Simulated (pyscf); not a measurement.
## Substitution at Ge: `[SH][GeH3]` + `[H]` [doublet] → `[SH]` [doublet] + `[GeH4]`

Gas phase, doublet surface, charge 0. Bonds broken: S1–Ge2. Bonds formed: Ge2–H7. Structures and frequencies: ωB97X-D3(BJ)/def2-SVP in PySCF. Correlated levels are frozen-core, on RHF or UHF. ΔMP2 is the change of the MP2 total energy from the triple- to the quadruple-zeta basis.

Transition state (Å):

```xyz
7

S      0.8124     0.9982     0.0626
Ge    -0.8366    -0.6270    -0.4467
H      0.3554     1.2426     1.3063
H     -2.0786     0.2423    -0.6463
H     -0.0792    -1.0817    -1.7011
H     -0.5864    -1.2309     0.9675
H     -1.7121    -2.0870    -0.5004
```

One imaginary mode, 593i cm⁻¹; descent along it reached the two sides named.

```tsv
bond	change	reactant side (Å)	saddle	product side
S1–Ge2	breaks	2.222	2.371	3.5
Ge2–H7	forms	3.6	1.703	1.538
```

Electronic energies relative to the separated reactants (kJ/mol):

| level | barrier | reaction energy | reverse barrier |
|---|---|---|---|
| ωB97X-D3(BJ)/def2-TZVP | 46.6 | -18.8 | 65.4 |
| PBE/def2-TZVP | 8.4 | -22.0 | 30.4 |
| r²SCAN/def2-TZVP | 7.4 | -32.5 | 39.9 |
| B3LYP-D3(BJ)/def2-TZVP | 15.4 | -44.0 | 59.4 |
| PBE0-D3(BJ)/def2-TZVP | 25.6 | -22.3 | 47.9 |
| M06-2X/def2-TZVP | 40.8 | -22.6 | 63.4 |
| ωB97M-D3(BJ)/def2-TZVP | 42.0 | -34.7 | 76.7 |
| HF/def2-TZVP | 114.9 | -55.3 | 170.3 |
| MP2/def2-QZVPP | 61.9 | -11.2 | 73.1 |
| CCSD/def2-TZVPP | 50.6 | -49.7 | 100.4 |
| CCSD(T)/def2-TZVPP | 44.0 | -41.2 | 85.2 |
| CCSD(T)/def2-TZVPP + ΔMP2(QZVPP) | 40.9 | -37.7 | 78.5 |

With CCSD(T)/def2-TZVPP + ΔMP2(QZVPP) energies and thermal terms (ideal gas, 1 atm, RRHO with modes under 100 cm⁻¹ raised to 100, one conformer, R ln 2 for chiral ones without a mode under 150 cm⁻¹), in kJ/mol:

```json
[
 {"T (K)": "298", "ΔH‡": "42.3", "ΔG‡": "68.7", "ΔH": "-29.8", "ΔG": "-32.4"},
 {"T (K)": "600", "ΔH‡": "39.8", "ΔG‡": "96.5", "ΔH": "-34.3", "ΔG": "-33.3"},
 {"T (K)": "900", "ΔH‡": "38.0", "ΔG‡": "125.3", "ΔH": "-38.6", "ΔG": "-31.9"},
 {"T (K)": "1200", "ΔH‡": "36.5", "ΔG‡": "154.6", "ΔH": "-42.4", "ΔG": "-29.1"}
]
```

The same reactants have a lower exit, to HS–GeH₂• + H₂ (barrier +11.3 kJ/mol at ωB97M-D3(BJ)/def2-TZVP, against +42.0 kJ/mol here). One saddle was located; it need not be the lowest between these sides. The angle at the attacked Ge is 162°. The CCSD(T) − MP2 part came from Ansatz, without density fitting, on the same reference. The frozen core leaves the outer d or s,p core shells of the metals and heavy elements correlated in the MP2 and CC values, and def2-TZVPP describes them poorly, which can shift differences by a few kcal/mol. Left out: orbital degeneracy and the spin-orbit lowering of SH. Elements up to Kr have no core potential and no relativistic terms here.
